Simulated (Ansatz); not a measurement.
The input, for Ansatz 0.2.0:

```yaml
crystal:
  periodic: [false, false, false]
  atoms:
    - {symbol: Cl, position_ang: [-0.009276, 0.885014, 1.320461]}
    - {symbol: Ge, position_ang: [-0.010109, 0.070924, -0.978005]}
    - {symbol: Si, position_ang: [0.037855, -1.300611, 0.862651]}
basis:
  gaussian: {orbitals: 6-31G}
magnetization: {spin_polarized: true, initial_magnetization: 1}
hamiltonian: {xc: hf}
output: {forces: true, orbitals: {seedname: orbitals}}
```

```sh
$ ansatz run in.yaml --threads 1 --pin off --events-out ev --progress --plain --max-ram 2393MiB
```

The program prints:

```
530 factors; integrals over basis functions are off by at most 2.5e-4 eV
mean field evaluation 1: about -76826.4444 eV, gradient 5.5e0 eV
mean field evaluation 2: about -76826.5216 eV, gradient 5.7e0 eV
mean field evaluation 4: about -76826.9354 eV, gradient 1.0e0 eV
mean field evaluation 8: about -76826.9602 eV, gradient 1.4e-1 eV
mean field evaluation 16: about -76825.7975 eV, gradient 5.0e0 eV
mean field evaluation 32: about -76826.9579 eV, gradient 9.0e-2 eV
mean field evaluation 64: about -76826.2016 eV, gradient 2.5e0 eV
mean field evaluation 96: about -76826.7707 eV, gradient 3.7e-1 eV
mean field evaluation 128: about -76826.9475 eV, gradient 2.3e-1 eV
mean field evaluation 160: about -76826.9067 eV, gradient 1.1e0 eV
mean field evaluation 192: about -76826.9640 eV, gradient 6.1e-3 eV
mean field -76826.96400886 eV, -2823.3388521391 hartree, gradient 1.3e-5 eV, S^2 0.754419; 3 other end points of the search recorded, 0 dependent functions left out
the calculation of the forces begins
reference -76826.96400886 eV, -2823.3388521391 hartree; 32, 31 occupied and 23, 24 virtual orbitals, 530 factors
Total energy: -76826.96400886 eV, -2823.3388521391 hartree
Atom 0 at    -0.009276     0.885014     1.320461 Å, force    -0.045961     2.623921     1.778725 eV/Å
Atom 1 at    -0.010109     0.070924    -0.978005 Å, force    -0.036785     0.567879    -2.720774 eV/Å
Atom 2 at     0.037855    -1.300611     0.862651 Å, force     0.082746    -3.191800     0.942050 eV/Å
Dipole moment:     0.006241    -0.422363    -0.420206 e Å
```

Forces (eV/Å):
```
Cl  -0.046  2.624  1.779
Ge  -0.037  0.568 -2.721
Si   0.083 -3.192  0.942
```

Ran on 1 thread of Arm Neoverse V1, shared host: 4.9 s wall, 0.14 GiB peak host memory.
